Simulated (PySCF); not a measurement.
## Vibration and rotation of BP⁺

UHF-CCSD(T) constants of BP⁺, ⁴Σ⁻ (quartet), unpaired electrons σ ↑, π ↑↑ (basis B aug-pcseg-1, P aug-pcseg-1; no relativity; PySCF 2.14; masses 11.0093 and 30.9738 u):

* ωe: 669.0 cm⁻¹
* ωexe: 11.1 cm⁻¹
* Be: 0.58028 cm⁻¹
* αe: 0.00945 cm⁻¹
* D (centrifugal): 1.75e-06 cm⁻¹
* De to B⁺ + P: 1.69 eV

**Question.** Give the vibrational terms G(v) and spacings up to v = 6.

**Answer.** G(v) = ωe(v+½) − ωexe(v+½)².

```csv
v,G(v) (cm⁻¹),G(v) − G(v−1),Bv (cm⁻¹)
0,332,,0.5756
1,979,647,0.5661
2,1603,625,0.5567
3,2206,602,0.5472
4,2786,580,0.5378
5,3344,558,0.5283
6,3880,536,0.5189
```

**Question.** How well does the Morse estimate ωe²/(4ωexe) reproduce De, and what is D0?

**Answer.** It gives 1.25 eV, 74 % of the computed De. D0 = De − G(0) = 1.69 − 0.04 = 1.65 eV.

Correlated steps freeze 6 core orbitals. Correlated levels converge slowly with the basis: in double zeta they bind strong bonds too weakly, by up to about 1 eV, and carry superposition errors of some tenths. For an ion De counts to the pair picked by the measured ionisation energies or electron affinities, which need not be the lowest pair at this level. The CCSD T1 diagnostic is raised, a sign that a single reference may not be enough here. The state was picked by a PBE0 search and need not be the measured ground state.
